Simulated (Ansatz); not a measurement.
A ladder of methods for H2O2 (hydrogen peroxide)

H2O2 has 4 atoms, charge 0, and is taken as a singlet. As SMILES, `OO`. Geometry: optimised at PBE0/def2-SVP.

```csv
atom,x (Å),y (Å),z (Å)
O,-0.4773,-0.5794,0.0187
O,0.0606,0.7193,0.2069
H,0.1776,-1.1201,0.4813
H,0.2391,0.9803,-0.7070
```

Quantity: the dissociation energy of the H4–O2 bond into doublet H and doublet HO2 (shapes relaxed at PBE0/def2-SVP, no zero-point term), in eV. The values are calculated.

| level | kind | program | value (eV) | CPU time (all runs) |
| --- | --- | --- | --- | --- |
| SVWN5/def2-TZVPP | LDA | Ansatz | 4.29 | 1.4 s |
| PBE/def2-TZVPP | GGA | Ansatz | 3.75 | 2.9 s |
| r2SCAN/def2-TZVPP | meta-GGA | Ansatz | 3.78 | 4 s |
| B3LYP/def2-TZVPP | global hybrid | Ansatz | 3.85 | 2.2 s |
| wB97M-V/def2-TZVPP | range-separated hybrid | Ansatz | 3.96 | 10 s |
| B2PLYP/def2-TZVPP | double hybrid | Ansatz | 3.91 | 3.6 s |
| RPA@PBE/def2-TZVPP | RPA | Ansatz | 3.84 | 4.4 s |
| MP2/def2-TZVPP | perturbation theory | Ansatz | 4.18 | 1.3 s |

The values span 3.75 to 4.29 eV. Measured bond enthalpies also hold zero-point and thermal terms, a few tenths of an eV less. In so small a basis fixed costs decide the times, and correlated methods can beat functionals. Times are those of the runs behind each value, whatever else they computed, on shared processors of several kinds: orders of magnitude only.
